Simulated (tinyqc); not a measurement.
ROHF in the sto-3g basis, for CH, spin multiplicity 4, step by step (part 1 of 2). Computed by tinyqc, a small Python program that keeps every step (integrals from PySCF). Settings: charge = 0, multiplicity = 4, basis = sto-3g, energy threshold = 1e-10, iteration cap = 75, orthogonalisation = symmetric, start = core, DIIS depth = 3, method = ROHF. Command: `OMP_NUM_THREADS=1 python tinyqc.py 26602 26603 out.jsonl` (the two numbers bound the seeds that draw the settings). One thread of a shared host (Intel(R) Xeon(R) Processor @ 2.60GHz), about 0.1 s of CPU time with the checks. Later iterations appear only in the table of the cycle.

## One-electron integrals

Geometry (angstrom):
```
atom,x,y,z
C,0.00000,0.00000,0.00000
H,0.00000,0.00000,0.96300
```

Basis sto-3g: exponents (1/bohr^2) and contraction coefficients of normalised primitives:
```
element,l (shell),exponent,coefficient
C,s (1),71.61684,0.15433
C,s (1),13.04510,0.53533
C,s (1),3.53051,0.44463
C,s (2),2.94125,-0.09997
C,s (2),0.68348,0.39951
C,s (2),0.22229,0.70012
C,p (3),2.94125,0.15592
C,p (3),0.68348,0.60768
C,p (3),0.22229,0.39196
H,s (1),3.42525,0.15433
H,s (1),0.62391,0.53533
H,s (1),0.16886,0.44463
```

Overlap, kinetic and nuclear-attraction integrals over the contracted functions; the nuclear repulsion is the sum of Za Zb / Rab.

nuclear repulsion = 3.2970543 hartree

overlap S, lower triangle:
```
,1C 1s,1C 2s,1C 2px,1C 2py,1C 2pz,2H 1s
1C 1s,1.00000
1C 2s,0.24836,1.00000
1C 2px,0.00000,0.00000,1.00000
1C 2py,0.00000,0.00000,0.00000,1.00000
1C 2pz,0.00000,0.00000,0.00000,0.00000,1.00000
2H 1s,0.08371,0.56587,0.00000,0.00000,0.50631,1.00000
```

kinetic energy T (hartree), lower triangle:
```
,1C 1s,1C 2s,1C 2px,1C 2py,1C 2pz,2H 1s
1C 1s,15.89112
1C 2s,-0.08589,0.47225
1C 2px,0.00000,0.00000,1.47773
1C 2py,0.00000,0.00000,0.00000,1.47773
1C 2pz,0.00000,0.00000,0.00000,0.00000,1.47773
2H 1s,-0.00216,0.15321,0.00000,0.00000,0.34404,0.76003
```

nuclear attraction V (hartree), lower triangle:
```
,1C 1s,1C 2s,1C 2px,1C 2py,1C 2pz,2H 1s
1C 1s,-34.20225
1C 2s,-4.32871,-5.71233
1C 2px,0.00000,0.00000,-5.61846
1C 2py,0.00000,0.00000,0.00000,-5.61846
1C 2pz,-0.02170,-0.20418,0.00000,0.00000,-5.77584
2H 1s,-1.50108,-2.91325,0.00000,0.00000,-2.49197,-4.40650
```

core Hamiltonian H = T + V (hartree), lower triangle:
```
,1C 1s,1C 2s,1C 2px,1C 2py,1C 2pz,2H 1s
1C 1s,-18.31113
1C 2s,-4.41460,-5.24008
1C 2px,0.00000,0.00000,-4.14073
1C 2py,0.00000,0.00000,0.00000,-4.14073
1C 2pz,-0.02170,-0.20418,0.00000,0.00000,-4.29811
2H 1s,-1.50324,-2.76005,0.00000,0.00000,-2.14793,-3.64646
```

## Two-electron integrals

Functions are numbered as in S; the eight-fold symmetry (ij|kl) = (ji|kl) = (kl|ij) leaves the list below.

Two-electron integrals (ij|kl) in chemists' order, unique and non-zero (hartree):
```
i,j,k,l,(ij|kl)
1,1,1,1,3.54195
2,1,1,1,0.57692
2,1,2,1,0.11189
2,2,1,1,0.85468
2,2,2,1,0.20528
2,2,2,2,0.62471
3,1,3,1,0.02030
3,2,3,1,0.03086
3,2,3,2,0.13800
3,3,1,1,0.85244
3,3,2,1,0.20534
3,3,2,2,0.62457
3,3,3,3,0.67283
4,1,4,1,0.02030
4,2,4,1,0.03086
4,2,4,2,0.13800
4,3,4,3,0.03627
4,4,1,1,0.85244
4,4,2,1,0.20534
4,4,2,2,0.62457
4,4,3,3,0.60030
4,4,4,4,0.67283
5,1,5,1,0.02030
5,2,5,1,0.03086
5,2,5,2,0.13800
5,3,5,3,0.03627
5,4,5,4,0.03627
5,5,1,1,0.85244
5,5,2,1,0.20534
5,5,2,2,0.62457
5,5,3,3,0.60030
5,5,4,4,0.60030
5,5,5,5,0.67283
6,1,1,1,0.19717
6,1,2,1,0.03792
6,1,2,2,0.06915
6,1,3,3,0.06892
6,1,4,4,0.06892
6,1,5,1,0.00233
6,1,5,2,0.00426
6,1,5,5,0.06963
6,1,6,1,0.01314
6,2,1,1,0.40295
6,2,2,1,0.09773
6,2,2,2,0.31940
6,2,3,3,0.31247
6,2,4,4,0.31247
6,2,5,1,0.00922
6,2,5,2,0.05912
6,2,5,5,0.33297
6,2,6,1,0.03435
6,2,6,2,0.20169
6,3,3,1,0.01077
6,3,3,2,0.05405
6,3,5,3,0.01210
6,3,6,3,0.02727
6,4,4,1,0.01077
6,4,4,2,0.05405
6,4,5,4,0.01210
6,4,6,4,0.02727
6,5,1,1,0.31687
6,5,2,1,0.07797
6,5,2,2,0.27024
6,5,3,3,0.25650
6,5,4,4,0.25650
6,5,5,1,0.01728
6,5,5,2,0.10122
6,5,5,5,0.29744
6,5,6,1,0.02892
6,5,6,2,0.20334
6,5,6,5,0.22866
6,6,1,1,0.52862
6,6,2,1,0.13040
6,6,2,2,0.47709
6,6,3,3,0.45198
6,6,4,4,0.45198
6,6,5,1,0.01723
6,6,5,2,0.14066
6,6,5,5,0.52684
6,6,6,1,0.04675
6,6,6,2,0.36104
6,6,6,5,0.40492
6,6,6,6,0.77461
```

## Orthogonalisation

S = U s U^T; symmetric (Loewdin) form X = U s^(-1/2) U^T, so that X^T S X = 1.

eigenvalues of S: 0.23342  0.81897  1.00000  1.00000  1.14132  1.80629

X, lower triangle:
```
,1C 1s,1C 2s,1C 2px,1C 2py,1C 2pz,2H 1s
1C 1s,1.02580
1C 2s,-0.14573,1.25299
1C 2px,0.00000,0.00000,1.00000
1C 2py,0.00000,0.00000,0.00000,1.00000
1C 2pz,-0.01445,0.20114,0.00000,0.00000,1.17687
2H 1s,0.02762,-0.48738,0.00000,0.00000,-0.42974,1.39928
```

## Starting guess

The start is the orbitals of the core Hamiltonian; D(s) = C_occ C_occ^T for each spin.

D(alpha) at the start, lower triangle:
```
,1C 1s,1C 2s,1C 2px,1C 2py,1C 2pz,2H 1s
1C 1s,1.07060
1C 2s,-0.30021,1.26885
1C 2px,0.00000,0.00000,1.00000
1C 2py,0.00000,0.00000,0.00000,1.00000
1C 2pz,-0.03330,0.20608,0.00000,0.00000,1.20353
2H 1s,0.04951,-0.20473,0.00000,0.00000,-0.23546,0.06799
```

D(beta) at the start, lower triangle:
```
,1C 1s,1C 2s,1C 2px,1C 2py,1C 2pz,2H 1s
1C 1s,1.05052
1C 2s,-0.21873,0.93810
1C 2px,0.00000,0.00000,0.00000
1C 2py,0.00000,0.00000,0.00000,0.00000
1C 2pz,-0.15184,0.68724,0.00000,0.00000,0.50354
2H 1s,0.05914,-0.24381,0.00000,0.00000,-0.17859,0.06337
```

## Iteration 1: building the Fock matrix

J_ij = sum D_kl (ij|kl) with D = D(alpha) + D(beta), K_ij = sum D_kl (ik|jl) for each spin; F = H + J - K(s); E = tr D H + tr D J / 2 - 0.5 sum_s tr D(s) K(s) + E_nn.

Coulomb J (hartree), lower triangle:
```
,1C 1s,1C 2s,1C 2px,1C 2py,1C 2pz,2H 1s
1C 1s,11.44879
1C 2s,2.19496,4.86122
1C 2px,0.00000,0.00000,4.85289
1C 2py,0.00000,0.00000,0.00000,4.85289
1C 2pz,0.02781,0.11767,0.00000,0.00000,4.86188
2H 1s,0.74920,2.45927,0.00000,0.00000,2.07053,3.53980
```

exchange K(alpha) (hartree), lower triangle:
```
,1C 1s,1C 2s,1C 2px,1C 2py,1C 2pz,2H 1s
1C 1s,3.65638
1C 2s,0.67362,1.09604
1C 2px,0.00000,0.00000,0.90614
1C 2py,0.00000,0.00000,0.00000,0.90614
1C 2pz,0.00008,-0.00224,0.00000,0.00000,0.89635
2H 1s,0.23782,0.50355,0.00000,0.00000,0.32371,0.37978
```

exchange K(beta) (hartree), lower triangle:
```
,1C 1s,1C 2s,1C 2px,1C 2py,1C 2pz,2H 1s
1C 1s,3.58853
1C 2s,0.58792,0.53074
1C 2px,0.00000,0.00000,0.12787
1C 2py,0.00000,0.00000,0.00000,0.12787
1C 2pz,0.01494,0.34840,0.00000,0.00000,0.33701
2H 1s,0.20913,0.37348,0.00000,0.00000,0.29951,0.30777
```

F(alpha) (hartree), lower triangle:
```
,1C 1s,1C 2s,1C 2px,1C 2py,1C 2pz,2H 1s
1C 1s,-10.51872
1C 2s,-2.89325,-1.47489
1C 2px,0.00000,0.00000,-0.19398
1C 2py,0.00000,0.00000,0.00000,-0.19398
1C 2pz,0.00602,-0.08427,0.00000,0.00000,-0.33259
2H 1s,-0.99186,-0.80433,0.00000,0.00000,-0.40111,-0.48644
```

F(beta) (hartree), lower triangle:
```
,1C 1s,1C 2s,1C 2px,1C 2py,1C 2pz,2H 1s
1C 1s,-10.45087
1C 2s,-2.80755,-0.90960
1C 2px,0.00000,0.00000,0.58429
1C 2py,0.00000,0.00000,0.00000,0.58429
1C 2pz,-0.00884,-0.43491,0.00000,0.00000,0.22675
2H 1s,-0.96317,-0.67426,0.00000,0.00000,-0.37691,-0.41443
```

total energy of this density = -37.1742933 hartree

## Iteration 1: Roothaan effective Fock matrix

With projectors Pc = D(beta) S, Po = (D(alpha) - D(beta)) S, Pv = 1 - D(alpha) S, the block xy is Px^T F Py; with Fc = (F(alpha) + F(beta))/2, the blocks are Fc for cc, oo, vv and cv, F(beta) for co and F(alpha) for ov.

effective F (hartree), lower triangle:
```
,1C 1s,1C 2s,1C 2px,1C 2py,1C 2pz,2H 1s
1C 1s,-10.48447
1C 2s,-2.83622,-1.14404
1C 2px,0.00000,0.00000,0.19515
1C 2py,0.00000,0.00000,0.00000,0.19515
1C 2pz,-0.02050,-0.27789,0.00000,0.00000,-0.09489
2H 1s,-0.97839,-0.72977,0.00000,0.00000,-0.40575,-0.45208
```

## Iteration 1: diagonalisation and new density

Diagonalise F' = X^T F X, C = X C', fill 5 alpha and 2 beta electrons from the bottom; D(s) = C_occ C_occ^T. Each column has its largest component positive (the first on a tie).

F' = X^T F X (hartree), lower triangle:
```
,1,2,3,4,5,6
1,-10.25889
2,-1.50325,-0.40119
3,0.00000,0.00000,0.19515
4,0.00000,0.00000,0.00000,0.19515
5,-0.00527,-0.04638,0.00000,0.00000,0.14665
6,-0.21069,-0.50610,0.00000,0.00000,-0.48688,0.18573
```

orbital energies (hartree): MO1 -10.49061, MO2 -0.64169, MO3 0.03316, MO4 0.19515, MO5 0.19515, MO6 0.77143

coefficients C:
```
,MO1,MO2,MO3,MO4,MO5,MO6
1C 1s,0.99307,-0.20359,-0.18467,0.00000,0.00000,0.11280
1C 2s,0.02965,0.62086,0.80251,0.00000,0.00000,-0.91588
1C 2px,0.00000,0.00000,0.00000,0.99903,-0.04393,0.00000
1C 2py,0.00000,0.00000,0.00000,0.04393,0.99903,0.00000
1C 2pz,0.00693,0.36141,-0.60900,0.00000,0.00000,-1.05300
2H 1s,-0.00885,0.36184,-0.33426,0.00000,0.00000,1.46226
```

D(alpha) after iteration 1, lower triangle:
```
,1C 1s,1C 2s,1C 2px,1C 2py,1C 2pz,2H 1s
1C 1s,1.06175
1C 2s,-0.24515,1.03037
1C 2px,0.00000,0.00000,1.00000
1C 2py,0.00000,0.00000,0.00000,1.00000
1C 2pz,0.04576,-0.26414,0.00000,0.00000,0.50154
2H 1s,-0.02073,-0.04386,0.00000,0.00000,0.33427,0.24273
```

D(beta) after iteration 1, lower triangle:
```
,1C 1s,1C 2s,1C 2px,1C 2py,1C 2pz,2H 1s
1C 1s,1.02765
1C 2s,-0.09696,0.38635
1C 2px,0.00000,0.00000,0.00000
1C 2py,0.00000,0.00000,0.00000,0.00000
1C 2pz,-0.06670,0.22459,0.00000,0.00000,0.13066
2H 1s,-0.08245,0.22439,0.00000,0.00000,0.13071,0.13100
```

Within a degenerate level the vectors are fixed only up to a rotation; this is one choice.

## Iteration 2: building the Fock matrix

As before.

Coulomb J (hartree), lower triangle:
```
,1C 1s,1C 2s,1C 2px,1C 2py,1C 2pz,2H 1s
1C 1s,11.05747
1C 2s,2.10888,4.70501
1C 2px,0.00000,0.00000,4.68411
1C 2py,0.00000,0.00000,0.00000,4.68411
1C 2pz,0.02207,0.15496,0.00000,0.00000,4.73073
2H 1s,0.71949,2.44769,0.00000,0.00000,2.11534,3.70313
```

exchange K(alpha) (hartree), lower triangle:
```
,1C 1s,1C 2s,1C 2px,1C 2py,1C 2pz,2H 1s
1C 1s,3.63710
1C 2s,0.66068,1.06344
1C 2px,0.00000,0.00000,0.88542
1C 2py,0.00000,0.00000,0.00000,0.88542
1C 2pz,0.00340,-0.01237,0.00000,0.00000,0.80336
2H 1s,0.23207,0.57351,0.00000,0.00000,0.45752,0.69451
```

exchange K(beta) (hartree), lower triangle:
```
,1C 1s,1C 2s,1C 2px,1C 2py,1C 2pz,2H 1s
1C 1s,3.56072
1C 2s,0.58986,0.50366
1C 2px,0.00000,0.00000,0.10214
1C 2py,0.00000,0.00000,0.00000,0.10214
1C 2pz,0.00211,0.30561,0.00000,0.00000,0.30639
2H 1s,0.20264,0.45888,0.00000,0.00000,0.37969,0.56377
```

F(alpha) (hartree), lower triangle:
```
,1C 1s,1C 2s,1C 2px,1C 2py,1C 2pz,2H 1s
1C 1s,-10.89076
1C 2s,-2.96640,-1.59851
1C 2px,0.00000,0.00000,-0.34203
1C 2py,0.00000,0.00000,0.00000,-0.34203
1C 2pz,-0.00303,-0.03685,0.00000,0.00000,-0.37074
2H 1s,-1.01581,-0.88587,0.00000,0.00000,-0.49012,-0.63785
```

F(beta) (hartree), lower triangle:
```
,1C 1s,1C 2s,1C 2px,1C 2py,1C 2pz,2H 1s
1C 1s,-10.81438
1C 2s,-2.89558,-1.03872
1C 2px,0.00000,0.00000,0.44124
1C 2py,0.00000,0.00000,0.00000,0.44124
1C 2pz,-0.00174,-0.35484,0.00000,0.00000,0.12623
2H 1s,-0.98639,-0.77125,0.00000,0.00000,-0.41228,-0.50711
```

total energy of this density = -37.7597131 hartree

## Iteration 2: Roothaan effective Fock matrix

As before.

effective F (hartree), lower triangle:
```
,1C 1s,1C 2s,1C 2px,1C 2py,1C 2pz,2H 1s
1C 1s,-10.85313
1C 2s,-2.91993,-1.24414
1C 2px,0.00000,0.00000,0.04961
1C 2py,0.00000,0.00000,0.00000,0.04961
1C 2pz,-0.01943,-0.21778,0.00000,0.00000,-0.20215
2H 1s,-1.00609,-0.81220,0.00000,0.00000,-0.50245,-0.59385
```

## Iteration 2: DIIS over 2 matrices

error matrix X^T (FDS - SDF) X:
```
,1,2,3,4,5,6
1,0.00000,-0.00759,0.00000,0.00000,0.00416,-0.00894
2,0.00759,0.00000,0.00000,0.00000,-0.04266,0.16873
3,0.00000,0.00000,0.00000,0.00000,0.00000,0.00000
4,0.00000,0.00000,0.00000,0.00000,0.00000,0.00000
5,-0.00416,0.04266,0.00000,0.00000,0.00000,0.11808
6,0.00894,-0.16873,0.00000,0.00000,-0.11808,0.00000
```

B (overlaps of the stored error matrices):
```
,1,2
1,2.1330015e+00,4.0412077e-01
2,4.0412077e-01,8.8773071e-02
```

Minimise |sum c_i e_i|^2 with sum c_i = 1: solve [B -1; -1 0][c; lambda] = [0; -1] with B_ij = tr e_i^T e_j, and take F = sum c_i F_i.

DIIS coefficients: -0.22309  1.22309

extrapolated F (hartree), lower triangle:
```
,1C 1s,1C 2s,1C 2px,1C 2py,1C 2pz,2H 1s
1C 1s,-10.93538
1C 2s,-2.93861,-1.26647
1C 2px,0.00000,0.00000,0.01713
1C 2py,0.00000,0.00000,0.00000,0.01713
1C 2pz,-0.01919,-0.20437,0.00000,0.00000,-0.22608
2H 1s,-1.01226,-0.83058,0.00000,0.00000,-0.52403,-0.62548
```

## Iteration 2: diagonalisation and new density

As before.

F' = X^T F X (hartree), lower triangle:
```
,1,2,3,4,5,6
1,-10.70625
2,-1.54282,-0.43360
3,0.00000,0.00000,0.01713
4,0.00000,0.00000,0.00000,0.01713
5,-0.01979,0.11034,0.00000,0.00000,0.09989
6,-0.20647,-0.60884,0.00000,0.00000,-0.61887,0.10321
```

orbital energies (hartree): MO1 -10.94078, MO2 -0.77039, MO3 -0.16812, MO4 0.01713, MO5 0.01713, MO6 0.94255

coefficients C:
```
,MO1,MO2,MO3,MO4,MO5,MO6
1C 1s,0.99366,-0.18574,-0.18857,0.00000,0.00000,0.13062
1C 2s,0.02710,0.51887,0.80272,0.00000,0.00000,-0.97719
1C 2px,0.00000,0.00000,0.00000,-0.01948,0.99981,0.00000
1C 2py,0.00000,0.00000,0.00000,0.99981,0.01948,0.00000
1C 2pz,0.00588,0.30687,-0.62072,0.00000,0.00000,-1.06342
2H 1s,-0.00765,0.48190,-0.28356,0.00000,0.00000,1.43814
```

D(alpha) after iteration 2, lower triangle:
```
,1C 1s,1C 2s,1C 2px,1C 2py,1C 2pz,2H 1s
1C 1s,1.05741
1C 2s,-0.22082,0.91431
1C 2px,0.00000,0.00000,1.00000
1C 2py,0.00000,0.00000,0.00000,1.00000
1C 2pz,0.06589,-0.33888,0.00000,0.00000,0.47950
2H 1s,-0.04364,0.02222,0.00000,0.00000,0.32385,0.31270
```

D(beta) after iteration 2, lower triangle:
```
,1C 1s,1C 2s,1C 2px,1C 2py,1C 2pz,2H 1s
1C 1s,1.02185
1C 2s,-0.06945,0.26996
1C 2px,0.00000,0.00000,0.00000
1C 2py,0.00000,0.00000,0.00000,0.00000
1C 2pz,-0.05116,0.15938,0.00000,0.00000,0.09421
2H 1s,-0.09711,0.24984,0.00000,0.00000,0.14784,0.23229
```

Within a degenerate level the vectors are fixed only up to a rotation; this is one choice.

## Iteration 3: building the Fock matrix

As before.

Coulomb J (hartree), lower triangle:
```
,1C 1s,1C 2s,1C 2px,1C 2py,1C 2pz,2H 1s
1C 1s,10.98656
1C 2s,2.09332,4.67447
1C 2px,0.00000,0.00000,4.64932
1C 2py,0.00000,0.00000,0.00000,4.64932
1C 2pz,0.01957,0.15449,0.00000,0.00000,4.70877
2H 1s,0.71394,2.44302,0.00000,0.00000,2.12035,3.73209
```

exchange K(alpha) (hartree), lower triangle:
```
,1C 1s,1C 2s,1C 2px,1C 2py,1C 2pz,2H 1s
1C 1s,3.63322
1C 2s,0.66038,1.04801
1C 2px,0.00000,0.00000,0.87832
1C 2py,0.00000,0.00000,0.00000,0.87832
1C 2pz,0.00255,-0.03514,0.00000,0.00000,0.79631
2H 1s,0.23139,0.57790,0.00000,0.00000,0.45585,0.72977
```

exchange K(beta) (hartree), lower triangle:
```
,1C 1s,1C 2s,1C 2px,1C 2py,1C 2pz,2H 1s
1C 1s,3.55572
1C 2s,0.58958,0.47240
1C 2px,0.00000,0.00000,0.09195
1C 2py,0.00000,0.00000,0.00000,0.09195
1C 2pz,0.00211,0.29470,0.00000,0.00000,0.30537
2H 1s,0.20267,0.45951,0.00000,0.00000,0.39739,0.61749
```

F(alpha) (hartree), lower triangle:
```
,1C 1s,1C 2s,1C 2px,1C 2py,1C 2pz,2H 1s
1C 1s,-10.95779
1C 2s,-2.98166,-1.61361
1C 2px,0.00000,0.00000,-0.36972
1C 2py,0.00000,0.00000,0.00000,-0.36972
1C 2pz,-0.00467,-0.01455,0.00000,0.00000,-0.38565
2H 1s,-1.02068,-0.89492,0.00000,0.00000,-0.48343,-0.64414
```

F(beta) (hartree), lower triangle:
```
,1C 1s,1C 2s,1C 2px,1C 2py,1C 2pz,2H 1s
1C 1s,-10.88029
1C 2s,-2.91085,-1.03801
1C 2px,0.00000,0.00000,0.41665
1C 2py,0.00000,0.00000,0.00000,0.41665
1C 2pz,-0.00423,-0.34440,0.00000,0.00000,0.10528
2H 1s,-0.99197,-0.77654,0.00000,0.00000,-0.42497,-0.53186
```

total energy of this density = -37.7763846 hartree

## Iteration 3: Roothaan effective Fock matrix

As before.

effective F (hartree), lower triangle:
```
,1C 1s,1C 2s,1C 2px,1C 2py,1C 2pz,2H 1s
1C 1s,-10.91960
1C 2s,-2.93401,-1.24945
1C 2px,0.00000,0.00000,0.02346
1C 2py,0.00000,0.00000,0.00000,0.02346
1C 2pz,-0.02187,-0.19925,0.00000,0.00000,-0.21521
2H 1s,-1.01059,-0.81054,0.00000,0.00000,-0.50747,-0.60696
```

## Iteration 3: DIIS over 3 matrices

error matrix X^T (FDS - SDF) X:
```
,1,2,3,4,5,6
1,0.00000,0.00116,0.00000,0.00000,0.00458,-0.00366
2,-0.00116,0.00000,0.00000,0.00000,0.00339,-0.00301
3,0.00000,0.00000,0.00000,0.00000,0.00000,0.00000
4,0.00000,0.00000,0.00000,0.00000,0.00000,0.00000
5,-0.00458,-0.00339,0.00000,0.00000,0.00000,0.00184
6,0.00366,0.00301,0.00000,0.00000,-0.00184,0.00000
```

B (overlaps of the stored error matrices), lower triangle:
```
,1,2,3
1,2.1330015e+00
2,4.0412077e-01,8.8773071e-02
3,-8.7256395e-04,-7.8321858e-04,1.1949492e-04
```

As before.

DIIS coefficients: -0.00975  0.05374  0.95601

extrapolated F (hartree), lower triangle:
```
,1C 1s,1C 2s,1C 2px,1C 2py,1C 2pz,2H 1s
1C 1s,-10.92028
1C 2s,-2.93421,-1.25019
1C 2px,0.00000,0.00000,0.02319
1C 2py,0.00000,0.00000,0.00000,0.02319
1C 2pz,-0.02175,-0.19948,0.00000,0.00000,-0.21568
2H 1s,-1.01067,-0.81142,0.00000,0.00000,-0.50819,-0.60777
```

## Iteration 3: diagonalisation and new density

As before.

F' = X^T F X (hartree), lower triangle:
```
,1,2,3,4,5,6
1,-10.69130
2,-1.54192,-0.42838
3,0.00000,0.00000,0.02319
4,0.00000,0.00000,0.00000,0.02319
5,-0.02270,0.10574,0.00000,0.00000,0.10129
6,-0.20726,-0.58906,0.00000,0.00000,-0.60130,0.10063
```

orbital energies (hartree): MO1 -10.92569, MO2 -0.74542, MO3 -0.16146, MO4 0.02319, MO5 0.02319, MO6 0.91481

coefficients C:
```
,MO1,MO2,MO3,MO4,MO5,MO6
1C 1s,0.99365,-0.18588,-0.18878,0.00000,0.00000,0.13015
1C 2s,0.02721,0.51949,0.80595,0.00000,0.00000,-0.97419
1C 2px,0.00000,0.00000,0.00000,0.88227,-0.47075,0.00000
1C 2py,0.00000,0.00000,0.00000,0.47075,0.88227,0.00000
1C 2pz,0.00626,0.30685,-0.61707,0.00000,0.00000,-1.06555
2H 1s,-0.00796,0.48141,-0.28892,0.00000,0.00000,1.43724
```

D(alpha) after iteration 3, lower triangle:
```
,1C 1s,1C 2s,1C 2px,1C 2py,1C 2pz,2H 1s
1C 1s,1.05753
1C 2s,-0.22167,0.92017
1C 2px,0.00000,0.00000,1.00000
1C 2py,0.00000,0.00000,0.00000,1.00000
1C 2pz,0.06567,-0.33775,0.00000,0.00000,0.47496
2H 1s,-0.04285,0.01702,0.00000,0.00000,0.32595,0.31529
```

D(beta) after iteration 3, lower triangle:
```
,1C 1s,1C 2s,1C 2px,1C 2py,1C 2pz,2H 1s
1C 1s,1.02190
1C 2s,-0.06953,0.27061
1C 2px,0.00000,0.00000,0.00000
1C 2py,0.00000,0.00000,0.00000,0.00000
1C 2pz,-0.05082,0.15957,0.00000,0.00000,0.09419
2H 1s,-0.09739,0.24987,0.00000,0.00000,0.14767,0.23182
```

Within a degenerate level the vectors are fixed only up to a rotation; this is one choice.

## Iteration 7 (converged): orbitals

converged F (hartree), lower triangle:
```
,1C 1s,1C 2s,1C 2px,1C 2py,1C 2pz,2H 1s
1C 1s,-10.92006
1C 2s,-2.93407,-1.24980
1C 2px,0.00000,0.00000,0.02320
1C 2py,0.00000,0.00000,0.00000,0.02320
1C 2pz,-0.02191,-0.19901,0.00000,0.00000,-0.21499
2H 1s,-1.01062,-0.81054,0.00000,0.00000,-0.50741,-0.60693
```

As before.

F' = X^T F X (hartree), lower triangle:
```
,1,2,3,4,5,6
1,-10.69110
2,-1.54183,-0.42855
3,0.00000,0.00000,0.02320
4,0.00000,0.00000,0.00000,0.02320
5,-0.02291,0.10585,0.00000,0.00000,0.10170
6,-0.20731,-0.58812,0.00000,0.00000,-0.60064,0.10056
```

orbital energies (hartree): MO1 -10.92547, MO2 -0.74424, MO3 -0.16154, MO4 0.02320, MO5 0.02320, MO6 0.91386

coefficients C:
```
,MO1,MO2,MO3,MO4,MO5,MO6
1C 1s,0.99365,-0.18595,-0.18874,0.00000,0.00000,0.13009
1C 2s,0.02721,0.51979,0.80617,0.00000,0.00000,-0.97385
1C 2px,0.00000,0.00000,0.00000,0.08868,0.99606,0.00000
1C 2py,0.00000,0.00000,0.00000,0.99606,-0.08868,0.00000
1C 2pz,0.00628,0.30653,-0.61672,0.00000,0.00000,-1.06584
2H 1s,-0.00797,0.48135,-0.28977,0.00000,0.00000,1.43709
```

D(alpha) after iteration 7, lower triangle:
```
,1C 1s,1C 2s,1C 2px,1C 2py,1C 2pz,2H 1s
1C 1s,1.05755
1C 2s,-0.22178,0.92083
1C 2px,0.00000,0.00000,1.00000
1C 2py,0.00000,0.00000,0.00000,1.00000
1C 2pz,0.06564,-0.33768,0.00000,0.00000,0.47435
2H 1s,-0.04274,0.01638,0.00000,0.00000,0.32621,0.31573
```

D(beta) after iteration 7, lower triangle:
```
,1C 1s,1C 2s,1C 2px,1C 2py,1C 2pz,2H 1s
1C 1s,1.02193
1C 2s,-0.06962,0.27093
1C 2px,0.00000,0.00000,0.00000
1C 2py,0.00000,0.00000,0.00000,0.00000
1C 2pz,-0.05076,0.15950,0.00000,0.00000,0.09400
2H 1s,-0.09743,0.24999,0.00000,0.00000,0.14750,0.23176
```

Within a degenerate level the vectors are fixed only up to a rotation; this is one choice.

## Convergence

Stop when the energy changes by less than 1e-10 hartree and every element of the error matrix X^T (F D S - S D F) X is below 3e-06.

Course of the cycle:
```
iteration,E (hartree),change,largest element of the error matrix
1,-37.1742933,-,7.25e-01
2,-37.7597131,-5.85e-01,1.69e-01
3,-37.7763846,-1.67e-02,4.58e-03
4,-37.7764028,-1.83e-05,3.93e-04
5,-37.7764031,-2.80e-07,4.99e-05
6,-37.7764031,-4.24e-09,7.46e-07
7,-37.7764031,-2.54e-12,7.55e-08
```

PySCF ROHF in the same basis = -37.7764031 hartree

Converged in 7 iterations.
